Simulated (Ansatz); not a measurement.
# Magnesium, hcp: convergence with the plane-wave cutoff

Computed with Ansatz, LDA, scalar-relativistic PAW, on the relaxed cell (a = 3.133 Å, c = 5.085 Å (c/a = 1.623); spin not included). Errors count from a run at 420 eV on a Γ-centred 19×19×10 mesh with Fermi-Dirac smearing of 0.1 eV, extrapolated to zero width. Fixed here: mesh 12×12×6, Fermi-Dirac width 0.1 eV. The pressure holds a Pulay correction and is unreliable far below the recommended cutoff. The SCF starts from atomic densities corrected by a trained network.

| cutoff (eV) | E(σ→0) error (meV/atom) | P (GPa) | SCF iterations |
| --- | --- | --- | --- |
| 150 | 15180.8 | 4.24 | 6 |
| 200 | 1771.1 | 0.89 | 6 |
| 250 | 202.0 | 0.00 | 6 |
| 300 | 17.6 | 0.04 | 6 |
| 350 | -1.8 | 0.06 | 6 |
| 420 | -3.3 | 0.05 | 6 |
| 500 | -3.4 | 0.05 | 6 |
| 600 | -3.4 | 0.05 | 6 |
| 800 | -3.5 | 0.05 | 6 |

Within 5 meV/atom of the last row: from 350 eV on.
